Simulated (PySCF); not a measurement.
## Level of theory and adiabatic energies of losing or gaining an electron: aminomethyl

Structure: `[CH2]N` (CH4N•). The parent is a doublet.

All levels share the PBE0-D3(BJ)/ma-def2-SVP structures and the PBE0-D3(BJ)/ma-def2-SVP thermal terms; only the single-point energies (PySCF) change. Values are adiabatic energies of losing or gaining an electron (0 K, eV).

| level | ionisation energy to the singlet cation | abs. error | time |
| --- | --- | --- | --- |
| HF/ma-def2-TZVP | 5.79 | 0.48 | 2.6 s |
| MP2/ma-def2-TZVP | 6.09 | 0.18 | 11 s |
| CCSD(T)/ma-def2-TZVP | 6.12 | 0.14 | 5.6 min |
| ωB97X-D3(BJ)/ma-def2-TZVP | 6.37 | 0.10 | – |
| ATcT 1.112 | 6.26 |  |  |

Times are wall times for all single points of a level on 1 thread of Arm Neoverse V2, a shared host; the dash marks the run that also made the structures.

Hartree-Fock leaves out electron correlation, so its ionisation energies and electron affinities from energy differences come out too low, often by 1 eV or more.

The spread: 0.58 eV, from 5.79 to 6.37.
